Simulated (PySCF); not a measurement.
First hyperpolarisability: SMILES C(=C=CCl)Cl, C$_{3}$H$_{2}$Cl$_{2}$

Molfile (atoms numbered from 1):
```
C3H2Cl2
     RDKit          3D

  7  6  0  0  0  0  0  0  0  0999 V2000
   -2.4610   -0.5827    0.7389 Cl  0  0  0  0  0  0  0  0  0  0  0  0
   -1.2652    0.2337   -0.2006 C   0  0  0  0  0  0  0  0  0  0  0  0
    0.0095    0.0886   -0.0109 C   0  0  0  0  0  0  0  0  0  0  0  0
    1.2877   -0.0212    0.1781 C   0  0  0  0  0  0  0  0  0  0  0  0
    2.2614   -1.2071   -0.6120 Cl  0  0  0  0  0  0  0  0  0  0  0  0
   -1.6783    0.8777   -0.9673 H   0  0  0  0  0  0  0  0  0  0  0  0
    1.8431    0.6220    0.8499 H   0  0  0  0  0  0  0  0  0  0  0  0
  1  2  1  0
  2  3  2  0
  3  4  2  0
  4  5  1  0
  2  6  1  0
  4  7  1  0
M  END
```

Method: PySCF 2.14.0, quadratic response CAM-B3LYP/aug-cc-pVTZ first hyperpolarisability, Taylor convention, gas phase. Geometry: PBE0-D3(BJ)/def2-TZVP.

(1) Give β for the processes computed.

(2) Which lowest excitations, dipole and polarisabilities go with it?

## Answers

(1) In 10⁻³⁰ esu, Taylor convention; the vector part is βᵢ = ⅓ Σⱼ (βᵢⱼⱼ + βⱼᵢⱼ + βⱼⱼᵢ); β∥ is 3/5 of the vector part along the dipole, the dipole points from − to +:
```csv
process,λ (nm),β vector norm,β∥,β HRS,depolarisation ratio
"static β(0;0,0)",∞,0.41,-0.24,0.21,3.04
"second harmonic β(−2ω;ω,ω)",1907,0.42,-0.25,0.22,3.02
"Pockels β(−ω;ω,0)",1907,0.41,-0.25,–,–
"second harmonic β(−2ω;ω,ω)",1064,0.47,-0.28,0.25,3.00
"Pockels β(−ω;ω,0)",1064,0.43,-0.26,–,–
```

(2) S1 5.14 eV (f = 0.000); S2 5.27 eV (f = 0.000); S3 6.16 eV (f = 0.002); dipole 1.45 D; isotropic α 71.5 au static, 71.7 au at 1907 nm, 72.4 au at 1064 nm, 72.6 au at 953.5 nm, 75.5 au at 532 nm.
